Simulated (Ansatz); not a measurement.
# CH₃FNP: ionisation energy by level of theory

How much energy removes an electron from CH₃FNP at fixed geometry? The cation is run at each level and the neutral's energy taken from earlier runs.

Program: Ansatz 0.2.0, Gaussian basis. Level of theory: unrestricted cation, the program's frozen cores in correlated methods. These are calculated values, not measurements.

The runs, in order: UKS PBE-D4/def2-TZVPP; UKS r2SCAN-D4/def2-TZVPP; UKS PBE0-D4/def2-TZVPP; UKS B3LYP-D4/def2-TZVPP; UKS wB97X-V/def2-TZVPP; UKS wB97M-V/def2-TZVPP; UKS B2PLYP/def2-TZVPP; UHF-CCSD(T)/def2-TZVPP; UHF-MP2/def2-QZVPP; extrapolation to the limit; then −ε(HOMO) from the neutral's earlier runs with LDA (SPW92), PBE-D4, revPBE-D4, BLYP-D4, r2SCAN-D4, B97M-V, PBE0-D4, B3LYP-D4, r2SCANh-D4, r2SCAN0-D4, HSE06-D4, BHLYP-D4, CAM-B3LYP-D4, LC-ωPBE, ωB97X-V, ωB97M-V.

## 1. Structure used throughout

An earlier PBE0-D4 in a triple-zeta def2 set relaxation fixed the geometry.

SMILES `F/C=N/P`, 7 atoms, charge 0, spin multiplicity 1.

Atoms are counted from 1 here; the program's logs count them from 0.

Bond lengths: F1–C2 1.328 Å, C2–N3 1.243 Å, C2–H5 1.094 Å, N3–P4 1.742 Å, P4–H6 1.420 Å, P4–H7 1.420 Å. Angles: F1–C2–N3 120.5°, F1–C2–H5 110.5°, N3–C2–H5 129.0°, C2–N3–P4 115.5°, N3–P4–H6 96.1°, N3–P4–H7 96.1°, H6–P4–H7 92.0°.

## 2. Cation, UKS PBE-D4/def2-TZVPP

Input file in.yaml:

```yaml
crystal:
  periodic: [false, false, false]
  atoms:
    - {symbol: F, position_ang: [-0.870874, -2.286492, 0.286523]}
    - {symbol: C, position_ang: [-0.152608, -1.173912, 0.379049]}
    - {symbol: N, position_ang: [-0.443825, -0.177221, -0.304342]}
    - {symbol: P, position_ang: [0.583493, 1.211897, -0.081704]}
    - {symbol: H, position_ang: [0.659453, -1.300993, 1.101121]}
    - {symbol: H, position_ang: [0.752884, 1.498277, -1.462588]}
    - {symbol: H, position_ang: [-0.467223, 2.160443, 0.036142]}
basis:
  gaussian: {orbitals: def2-TZVPP}
total_charge: 1
magnetization: {spin_polarized: true, initial_magnetization: 1}
hamiltonian: {xc: pbe, dispersion: d4}
```

The run is started by

```bash
$ ansatz run in.yaml --threads 2 --pin off --events-out ev --progress --plain --max-ram 4352MiB
```

Further steps of the session: Cation, UKS r2SCAN-D4/def2-TZVPP; Cation, UKS PBE0-D4/def2-TZVPP; Cation, UKS B3LYP-D4/def2-TZVPP; Cation, UKS wB97X-V/def2-TZVPP; Cation, UKS wB97M-V/def2-TZVPP; Cation, UKS B2PLYP (frozen core)/def2-TZVPP; Cation, UHF-CCSD(T)/def2-TZVPP; Cation, UHF-MP2/def2-QZVPP.

Q: Predict the results of all the runs planned. Wanted: ionisation energy, CCSD(T)/CBS; nearest functional by difference; nearest −ε(HOMO); −ε(HOMO) of PBE; T1 of the cation.

**Answer**, as computed:

| quantity | value |
| --- | --- |
| ionisation energy, CCSD(T)/CBS | 9.71 eV |
| nearest functional by difference | ωB97M-V (-0.17 eV) |
| nearest −ε(HOMO) | LC-ωPBE (+0.14 eV) |
| −ε(HOMO) of PBE | 5.94 eV |
| T1 of the cation | 0.025 |

**Reading.** Energy differences with functionals land within 0.48 eV of the reference. The PBE orbital energy is 3.8 eV too small: a semilocal HOMO is no ionisation energy. Among orbital estimates LC-ωPBE comes nearest. Hartree-Fock falls 1.00 eV short, as the neutral has more correlation energy than the cation. The cation may have settled in a state other than its lowest; no search over hole states beyond the program's own was made.
